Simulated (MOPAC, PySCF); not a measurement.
CH₂O, SMILES `C=O`, neutral singlet in the gas phase. 

Z-matrix (Å, degrees):
```
C
O 1 1.1988
H 1 1.1076 2 122.05
H 1 1.1076 3 115.90 2 -180.00
```
Charge 0, multiplicity 1.

All levels are single points at this geometry (B3LYP-D3(BJ)/def2-TZVP); Pople sets use spherical d functions. Orbital energies aren't observables, and empty levels follow the basis.

```tsv
level	HOMO (eV)	LUMO (eV)	gap (eV)	dipole (D)	vertical IE, Delta-SCF (eV)
B3LYP-D3(BJ)/def2-TZVP in PySCF	-7.61	-1.59	6.02	2.33	10.87
M06-2X/def2-TZVP in PySCF	-9.47	-0.09	9.38	2.42	10.97
PBE-D3(BJ)/def2-TZVP in PySCF	-6.19	-2.53	3.65	2.14	10.72
BP86/6-31G* in PySCF	-5.97	-2.18	3.79	2.00	–
SVWN5/6-31G* in PySCF	-5.90	-2.33	3.57	2.03	10.73
HF/3-21G in PySCF	-11.70	4.07	15.77	2.61	–
HF/6-31G* in PySCF	-11.87	3.84	15.71	2.72	9.43
AM1 in MOPAC	-10.72	0.96	11.69	2.18	–
PM3 in MOPAC	-10.60	0.85	11.45	2.14	–
```
